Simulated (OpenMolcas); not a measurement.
**Converging the basis set for PO (Phosphorus monoxide)**

The species is PO (2 atoms), meant as a doublet with charge 0. As SMILES, `O=[P]`. Geometry: relaxed at PBE0-D4/def2-TZVP.

```xyz
2

O     0.0000    0.0000   -0.0095
P     0.0000    0.0000    1.4645
```

Program: OpenMolcas 26.06. Method: ROMP2. Swept: basis set. Watched: the total energy. Each run: energy, 6 core orbitals frozen. Hardware: 1 thread of Arm Neoverse V1, shared host.

Deviations are taken from the sweep's last point, which isn't the limit.

```json
{"basis set": "pcseg-0", "basis functions": "22", "energy (Eh)": "-415.072357", "from the best (mEh)": "+945.948", "wall time": "3.3 s"}
{"basis set": "pcseg-1", "basis functions": "32", "energy (Eh)": "-415.806676", "from the best (mEh)": "+211.628", "wall time": "2.9 s"}
{"basis set": "aug-pcseg-1", "basis functions": "50", "energy (Eh)": "-415.828813", "from the best (mEh)": "+189.491", "wall time": "3.6 s"}
{"basis set": "pcseg-2", "basis functions": "64", "energy (Eh)": "-415.968688", "from the best (mEh)": "+49.617", "wall time": "4.8 s"}
{"basis set": "aug-pcseg-2", "basis functions": "96", "energy (Eh)": "-415.978622", "from the best (mEh)": "+39.682", "wall time": "12 s"}
{"basis set": "pcseg-3", "basis functions": "124", "energy (Eh)": "-416.018304", "from the best (mEh)": "0.000", "wall time": "27 s"}
```

Over the sweep the value spans 945.948 mEh. Totals converge more slowly than differences, where errors cancel.
